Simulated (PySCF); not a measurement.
Species: C5H8N (doublet state).
Structure used (GFN2-xTB), in Å, numbered top down from 1:
```
atom  x, y, z in Å
C1     2.3215   -0.3298    0.2438
C2     1.1503    0.5061    0.5905
C3    -0.1352    0.1046    0.3471
N4    -0.5880   -1.0267   -0.2086
C5    -1.9705   -0.5909   -0.0559
C6    -1.4871    0.7248    0.5863
H7     1.9883   -1.2556   -0.2165
H8     2.9825    0.2038   -0.4422
H9     2.9068   -0.5561    1.1374
H10    1.3221    1.4678    1.0537
H11   -2.5471   -1.2582    0.5881
H12   -2.4860   -0.4944   -1.0137
H13   -1.6964    1.6299    0.0186
H14   -1.7617    0.8742    1.6293
```

The hyperfine couplings belong to this conformer and change with its torsions.

Identity: `C[CH]C1=NCC1` [radical].

Method: UKS B3LYP, pcH-1 on C H N, non-relativistic, mean-field spin-orbit, GIAO in PySCF 2.14.0. Geometry: GFN2-xTB, one conformer, isolated molecule. The geometry wasn't refined by DFT: couplings that depend on bond lengths, twists or pyramidal angles can differ widely from those at the functional's own minimum. The SCF solution wasn't tested for stability. ⟨S²⟩ is 0.776 where a pure state has 0.75.

The Mulliken spin populations are largest on C2 (+0.70), N4 (+0.53) and C3 (-0.23). The angles at C2 add up to 360.0°, so it is planar; its axial dipolar tensor and the negative coupling of its proton fit spin in a p orbital normal to that plane.

Task: McConnell's relation a(H) = Q·ρ ties the coupling of a proton on a planar π carbon to the spin population of that carbon. What Q do the computed values give?

Result: 
| H | C | ρ(C) | a(H) (G) | a/ρ (G) |
| --- | --- | --- | --- | --- |
| H10 | C2 | +0.697 | -15.22 | -21.8 |

One proton gives one ratio, Q = -21.8 G, and no test of linearity. In every row coupling and population have opposite signs.

Task: List the C–H protons on four-coordinate carbons next to a three-coordinate spin centre, with their couplings and θ (C–H bond against the normal to the plane of the centre's neighbours, projected along the bond that joins the two).

Result: 
| β H | on | centre | θ (°) | cos²θ | a (G) |
| --- | --- | --- | --- | --- | --- |
| H7 | C1 | C2 | 90 | 0.00 | +0.66 |
| H8 | C1 | C2 | 31 | 0.73 | +25.94 |
| H9 | C1 | C2 | 30 | 0.74 | +26.42 |

Fitting the Heller–McConnell form a = ρ(B0 + B2 cos²θ), with Mulliken ρ = 0.70, gives B0 = 0.9 G and B2 = 49.8 G; with only two distinct angles the two parameters are fixed exactly. By this fit the coupling would be 35.4 G at θ = 0° and 0.7 G at 90°.

Task: What would the freely rotating methyl group on C1 show?

Result: Three equal couplings, a 1:3:3:1 quartet. The mean of the three values of this geometry estimates the splitting: 17.7 G, or 49.6 MHz (three bonds 120° apart have a mean cos²θ of 1/2 at any torsion).

Couplings in gauss use g_iso = 2.0036.
